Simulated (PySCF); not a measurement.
Predicted microwave data (PySCF, PBE0-D3(BJ)/def2-SVP geometry optimisation, gas phase) for one isomer of C3HF2N:

```
Rotational constants : A = 10592, B = 2213, C = 1830 MHz
Dipole components    : |μa| = 3.06 D, |μb| = 1.52 D, |μc| = 0.00 D
Inertial defect      : 0.00 u·Å²
κ                    : -0.91
```

Question: Which candidate fits, each taken in the one conformer that was computed?
A. `F/C(=C/F)C#N`
B. `N#CC=C(F)F`

Answer: B. It is N#CC=C(F)F, a near-prolate asymmetric top, point group Cs. The candidates at the same level (rigid rotor, commonest isotopes):

```csv
SMILES,A (MHz),B (MHz),C (MHz),μa (D),μb (D),μc (D),Δ (u·Å²),point group,rotor
N#CC=C(F)F,10592,2213,1830,3.06,1.52,0.00,0.00,Cs,near-prolate asymmetric top
N#C/C(F)=C\F,4628,3420,1967,2.74,2.07,0.00,0.00,Cs,asymmetric top
```

`N#C/C(F)=C\F` has A 56 % too low. In the right answer the mirror of this Cs structure is the ab plane, so μc vanishes by symmetry. No structure here is proved a minimum.
